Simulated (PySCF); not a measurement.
Gas-phase reaction: 2 NH + 3 BHF2 + H → 2 BF3.NH3 + B. Level: PBE0/def2-QZVP†; standard pressure 1 bar.

Computed with PySCF and rigid-rotor harmonic-oscillator thermochemistry at 1 bar. † marks an energy on the PBE0/def2-TZVP geometry and frequencies. Open shells (unrestricted): NH (multiplicity 3), H (multiplicity 2), B (multiplicity 2, electronic degeneracy 6); the rest are closed-shell singlets. Spin-orbit splitting is ignored; it lowers the true energy and changes the entropy of B. Adducts (BF3.NH3) have no counterpoise correction, and HF, PBE, BLYP, B3LYP and PBE0 lack dispersion. BF3.NH3: computed as isolated molecules; such fragments, hydroxides, amides, oligomers or adducts are transient or little studied in the gas. The harmonic model lacks anharmonicity and excited electronic states, which grow with temperature; levels with a mode under 35 cm⁻¹ are left out. Internal rotation in BF3.NH3 is treated as a harmonic vibration of one conformer, which makes the entropy rough.

```json
[
 {"T (K)": "600", "1000/T (1/K)": "1.6667", "log10 K": "32.63"},
 {"T (K)": "800", "1000/T (1/K)": "1.2500", "log10 K": "18.53"},
 {"T (K)": "1000", "1000/T (1/K)": "1.0000", "log10 K": "?"},
 {"T (K)": "1200", "1000/T (1/K)": "0.8333", "log10 K": "4.53"},
 {"T (K)": "1400", "1000/T (1/K)": "0.7143", "log10 K": "0.57"},
 {"T (K)": "1600", "1000/T (1/K)": "0.6250", "log10 K": "-2.38"}
]
```

### Question
Fit log10 K = a + b·(1000/T) to the five rows, get the mean ΔH° and ΔS°, and predict log10 K at 1000 K.

### Answer
Means: 1000/T = 1.0179, log10 K = 10.776. Sums of products about the means: Sxy = 25.39912, Sxx = 0.755432, so b = Sxy/Sxx = 33.62 and a = 10.776 − (33.62)×1.0179 = -23.44.
ΔH° = −R ln 10 × 1000 K × b = −19.145 × (33.62) = -644 kJ; ΔS° = R ln 10 × a = -449 J/K. The run's own values go from -649 kJ and -456 J/K at 600 K to -629 kJ and -439 J/K at 1600 K.
Prediction at 1000 K: -23.44 + (33.62)×1.0000 = 10.18. The computed value is 10.11, 0.07 from the line.
For scale, ΔH°(298 K) is -649 kJ at this level, -668 kJ at ωB97M-V/def2-TZVP†, and runs from -868 to -295 kJ over the 20 levels computed.
